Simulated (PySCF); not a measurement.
Ethanimine, C2H5N.
SMILES with atom numbers: `[H]/[N:3]=[CH:2]\[CH3:1]` (hydrogens: H4, H5, H6 on C1; H7 on C2; H8 on N3)

The same species was optimised twice, with GFN2-xTB and with PBE0-D3(BJ)/def2-SVP (PySCF), and the same property calculations (PySCF, gas phase) were run on both structures.

```json
{"coordinate": "C2–H7 (Å)", "GFN2-xTB": "1.087", "PBE0-D3(BJ)/def2-SVP": "1.106", "change": "+0.019"}
{"coordinate": "C2=N3 (Å)", "GFN2-xTB": "1.252", "PBE0-D3(BJ)/def2-SVP": "1.267", "change": "+0.015"}
{"coordinate": "C1–H4 (Å)", "GFN2-xTB": "1.089", "PBE0-D3(BJ)/def2-SVP": "1.103", "change": "+0.014"}
{"coordinate": "C1–H5 (Å)", "GFN2-xTB": "1.089", "PBE0-D3(BJ)/def2-SVP": "1.102", "change": "+0.013"}
{"coordinate": "C1–H6 (Å)", "GFN2-xTB": "1.089", "PBE0-D3(BJ)/def2-SVP": "1.100", "change": "+0.011"}
{"coordinate": "N3–H8 (Å)", "GFN2-xTB": "1.021", "PBE0-D3(BJ)/def2-SVP": "1.028", "change": "+0.007"}
{"coordinate": "C1–C2 (Å)", "GFN2-xTB": "1.496", "PBE0-D3(BJ)/def2-SVP": "1.497", "change": "+0.001"}
{"coordinate": "C2–N3–H8 (°)", "GFN2-xTB": "114.8", "PBE0-D3(BJ)/def2-SVP": "110.0", "change": "-4.8"}
{"coordinate": "H4–C1–H5 (°)", "GFN2-xTB": "107.7", "PBE0-D3(BJ)/def2-SVP": "106.5", "change": "-1.2"}
{"coordinate": "C2–C1–H5 (°)", "GFN2-xTB": "109.6", "PBE0-D3(BJ)/def2-SVP": "110.7", "change": "+1.1"}
{"coordinate": "H4–C1–H6 (°)", "GFN2-xTB": "109.3", "PBE0-D3(BJ)/def2-SVP": "108.6", "change": "-0.7"}
{"coordinate": "C2–C1–H4 (°)", "GFN2-xTB": "109.6", "PBE0-D3(BJ)/def2-SVP": "110.2", "change": "+0.6"}
{"coordinate": "N3–C2–H7 (°)", "GFN2-xTB": "116.1", "PBE0-D3(BJ)/def2-SVP": "116.7", "change": "+0.6"}
{"coordinate": "C1–C2–N3 (°)", "GFN2-xTB": "128.5", "PBE0-D3(BJ)/def2-SVP": "128.2", "change": "-0.3"}
{"coordinate": "C2–C1–H6 (°)", "GFN2-xTB": "111.3", "PBE0-D3(BJ)/def2-SVP": "111.7", "change": "+0.4"}
```

Rotational constants: A = 51516, B = 9914, C = 8764 MHz (GFN2-xTB) against A = 50477, B = 9850, C = 8688 MHz (PBE0-D3(BJ)/def2-SVP). Atoms that the bonding makes alike are paired by their places after alignment.

On the GFN2-xTB structure: lowest singlet, TDDFT (eV) 5.33 [CAM-B3LYP/def2-SVPD]; lowest triplet, Tamm–Dancoff (eV) 4.51 [CAM-B3LYP/def2-SVPD]; isotropic polarisability (au) 33.8 [CAM-B3LYP/def2-SVPD]; HOMO (eV) -8.85 [CAM-B3LYP/def2-SVPD]; LUMO (eV) 1.21 [CAM-B3LYP/def2-SVPD]; dipole (D) 2.50 [CAM-B3LYP/def2-SVPD]; HOMO (eV) -7.30 [PBE0/pcSseg-1]; LUMO (eV) 0.24 [PBE0/pcSseg-1]; dipole (D) 2.45 [PBE0/pcSseg-1]; GIAO shielding of C1 (ppm) 155.8 [PBE0/pcSseg-1]; GIAO shielding of C2 (ppm) 14.4 [PBE0/pcSseg-1]; GIAO shielding of N3 (ppm) -97.2 [PBE0/pcSseg-1].

Q: What do these properties become on the PBE0-D3(BJ)/def2-SVP structure?

A: 
| property | level | on GFN2-xTB | on PBE0-D3(BJ)/def2-SVP | change |
| --- | --- | --- | --- | --- |
| lowest singlet, TDDFT (eV) | CAM-B3LYP/def2-SVPD | 5.33 | 5.44 | +0.11 |
| lowest triplet, Tamm–Dancoff (eV) | CAM-B3LYP/def2-SVPD | 4.51 | 4.60 | +0.09 |
| isotropic polarisability (au) | CAM-B3LYP/def2-SVPD | 33.8 | 34.3 | +0.5 |
| HOMO (eV) | CAM-B3LYP/def2-SVPD | -8.85 | -9.07 | -0.22 |
| LUMO (eV) | CAM-B3LYP/def2-SVPD | 1.21 | 1.09 | -0.12 |
| dipole (D) | CAM-B3LYP/def2-SVPD | 2.50 | 2.63 | +0.13 |
| energy, GFN2-xTB geometry as zero (kcal/mol) | CAM-B3LYP/def2-SVPD | 0.0 | -0.4 | -0.4 |
| HOMO (eV) | PBE0/pcSseg-1 | -7.30 | -7.53 | -0.23 |
| LUMO (eV) | PBE0/pcSseg-1 | 0.24 | 0.09 | -0.15 |
| dipole (D) | PBE0/pcSseg-1 | 2.45 | 2.57 | +0.12 |
| energy, GFN2-xTB geometry as zero (kcal/mol) | PBE0/pcSseg-1 | 0.0 | -0.6 | -0.6 |
| GIAO shielding of C1 (ppm) | PBE0/pcSseg-1 | 155.8 | 153.7 | -2.1 |
| GIAO shielding of C2 (ppm) | PBE0/pcSseg-1 | 14.4 | 9.4 | -5.0 |
| GIAO shielding of N3 (ppm) | PBE0/pcSseg-1 | -97.2 | -100.2 | -3.0 |

The heavy atoms differ by 0.006 Å rms after alignment. Among all bonds C2–H7 changes most (+0.019 Å). Changes are differences of the printed values. Neither structure is proved a minimum here.
